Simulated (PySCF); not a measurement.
## OF₂, singlet: computed properties

Level of theory: B3LYP/[O def2-TZVP, F def2-TZVP], no relativity, density fitting, PySCF.

The structure is a minimum.

```json
{
 "Point group": "C2v",
 "Bond lengths": "O–F 1.402 Å (×2)",
 "Bond angles": "F–O–F 104.0°",
 "Heat capacity Cp at 298.15 K": "42.3 J/(mol K)",
 "Zero-point energy": "14.3 kJ/mol",
 "Enthalpy at 298.15 K above 0 K": "10.78 kJ/mol",
 "Dipole moment": "0.31 D",
 "Lowest empty level": "-2.92 eV",
 "Principal quadrupole moments (Buckingham, traceless) about the centre of mass": "-0.37, -0.16, 0.53 D Å",
 "Highest occupied level": "-9.55 eV",
 "Rotational symmetry number": "2",
 "Atomisation energy without zero-point energy": "391 kJ/mol",
 "Entropy at 298.15 K and 1 bar": "246.7 J/(mol K)",
 "Principal polarisabilities": "6.2, 10.5, 17.9 bohr³",
 "Rotational constants": "2.01, 0.3634, 0.3078 cm⁻¹"
}
```

Harmonic modes (masses in u: O 15.995, F 18.998):
```
symmetry  ω (cm⁻¹)  IR (km/mol)  μ (u)
      a1       481          0.8  18.50
      b2       890          108  17.09
      a1      1017         12.5  17.19
```

In C2v the vibrations span 2a1 + b2. Here b1 is antisymmetric to the molecular plane and b2 lies in it.

Charges (e):
```
atom  Mulliken  Löwdin  polar tensor  Mayer order to O1
  O1      0.13    0.04          0.50                  –
F2,3     -0.06   -0.02         -0.25               0.94
```

Mulliken populations on O1: s 3.94, p 3.86, d 0.07, f 0.00.

Outer orbital energies (eV). occupied: -26.01, -17.18, -15.91, -15.27, -12.89, -12.54, -12.41, -9.55; empty: -2.92, -1.96, 9.12, 9.94.

Counting electrons, oxygen keeps 4 of its valence electrons outside its bonds, so the VSEPR class is AX2E2 and the expected shape is bent (C2v), as computed.

The final relaxation and frequency run took 10 s on 2 threads of a shared Arm Neoverse V1 host, with 93 basis functions and 8 gradients; the process peaked at 0.85 GiB. Launch command: `OMP_NUM_THREADS=2 python axn.py task.json out`.
